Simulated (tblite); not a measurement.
Compound: FH₃Si.
InChI=1S/FH3Si/c1-2/h2H3

Computed with GFN2-xTB (tblite): harmonic, unscaled wavenumbers at the GFN2-xTB geometry, gas phase. This tight-binding method is rough: wavenumbers can miss measured ones by several per cent, in bad cases by 10 to 20. Modes of hydrogen on silicon can be 10 to 20 % off.

Harmonic wavenumbers (cm⁻¹): 569.0, 570.9, 777.2, 778.6, 788.0, 831.2, 2343.1, 2343.8, 2363.9.

A = 84823, B = 14372, C = 14370 MHz; mass 49.999 u (most abundant isotopes); point group C3v, symmetry number 3.

Task: What is the zero-point energy?

Result: ½Σν̃ = 5683 cm⁻¹ = 67.98 kJ/mol.

Task: What is S at 400 K and 1 bar for an ideal gas of classical rigid rotors and harmonic oscillators?

Result: Translation 163.75, rotation 80.07, vibration 15.16: S = 259.0 J/(mol K).

Task: And Cp and H(400 K) − H(0)?

Result: Cp = 63.06 J/(mol K), of which vibrations give 29.80 (their classical limit is 9 R = 74.8); H(400 K) − H(0) = 17.66 kJ/mol without the zero-point energy, 4.36 from vibrations.

Task: What must be added to the electronic energy to get the Gibbs energy at 400 K and 1 bar?

Result: ZPE + [H(400 K) − H(0)] − T·S = 67.98 + 17.66 − 103.60 = -17.96 kJ/mol.

Task: Which modes carry the vibrational entropy at 400 K?

Result: 569.0 cm⁻¹: 3.67; 570.9 cm⁻¹: 3.65; 777.2 cm⁻¹: 2.04; 778.6 cm⁻¹: 2.03; 788.0 cm⁻¹: 1.97; 831.2 cm⁻¹: 1.75 J/(mol K); the other 3 give 0.05 together.

Task: How do the functions run with temperature in this model?

Result: 
```
 T (K)  S (J/(mol K))  Cp (J/(mol K))  H − H(0) (kJ/mol)  G − H(0) (kJ/mol)  ln q(vib)
    50          174.7            33.3               1.66              -7.07       0.00
   100          197.8            33.6               3.33             -16.45       0.00
298.15          241.8            53.5              11.69             -60.41       0.22
373.15          254.7            60.9              15.99             -79.04       0.43
   500          273.8            69.8              24.32            -112.59       0.87
   750          304.5            81.5              43.35            -185.05       1.83
  1000          329.1            89.2              64.77            -264.36       2.80
```

q(vib) and H(0) count from the zero-point level.
